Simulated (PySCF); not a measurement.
Isomers of C3H6OS.

All values: PBE0/def2-SVPD (PySCF) at GFN2-xTB geometries, gas phase, one conformer each. Core orbitals are frozen in the response; Δα² is half the sum of the squared differences of the principal polarisabilities.

(1) Rank by HOMO energy, lowest first.
A. `[CH3:1][C:2](=[O:3])[CH2:4][SH:5]` with C1–C2–C4–S5 -78°, C2–C4–S5–H -60° (mercaptoacetone)
B. `[O:1]=[S:2]1[CH2:3][CH2:4][CH2:5]1` with O1–S2–C3–C4 124°, S2–C3–C4–C5 -21°, C3–C4–C5–S2 21°, O1–S2–C5–C4 -124° (thietane 1-oxide)
C. `[CH2:1]=[CH:2][S@@:3]([CH3:4])=[O:5]` with C1–C2–S3–C4 -110°

(2) Rank by mean static polarisability, lowest first.
A. `[O:1]=[S:2]1[CH2:3][CH2:4][CH2:5]1` with O1–S2–C3–C4 124°, S2–C3–C4–C5 -21°, C3–C4–C5–S2 21°, O1–S2–C5–C4 -124°
B. `[CH2:1]=[CH:2][S@@:3]([CH3:4])=[O:5]` with C1–C2–S3–C4 -110°
C. `[CH3:1][C:2](=[O:3])[CH2:4][SH:5]` with C1–C2–C4–S5 -78°, C2–C4–S5–H -60°

Results:

(1) A (-7.13 eV), C (-6.92 eV), B (-6.70 eV).

(2) A (8.64 Å³), C (9.04 Å³), B (9.32 Å³).

All values together:

| SMILES | μ (D) | HOMO (eV) | LUMO (eV) | α (Å³) | Δα (Å³) |
| --- | --- | --- | --- | --- | --- |
| CC(=O)CS | 2.10 | -7.13 | -1.02 | 9.04 | 2.21 |
| C=C[S@@](C)=O | 3.65 | -6.92 | -0.61 | 9.32 | 3.34 |
| CO[C@H]1CS1 | 1.73 | -6.65 | 0.11 | 9.07 | 2.39 |
| O=S1CCC1 | 4.05 | -6.70 | 0.06 | 8.64 | 2.31 |

Conformers: `[CH3:1][C:2](=[O:3])[CH2:4][SH:5]` with C1–C2–C4–S5 -78°, C2–C4–S5–H -60°; `[CH2:1]=[CH:2][S@@:3]([CH3:4])=[O:5]` with C1–C2–S3–C4 -110°; `[CH3:1][O:2][C@H:3]1[CH2:4][S:5]1` with C1–O2–C3–C4 -157°; `[O:1]=[S:2]1[CH2:3][CH2:4][CH2:5]1` with O1–S2–C3–C4 124°, S2–C3–C4–C5 -21°, C3–C4–C5–S2 21°, O1–S2–C5–C4 -124°.
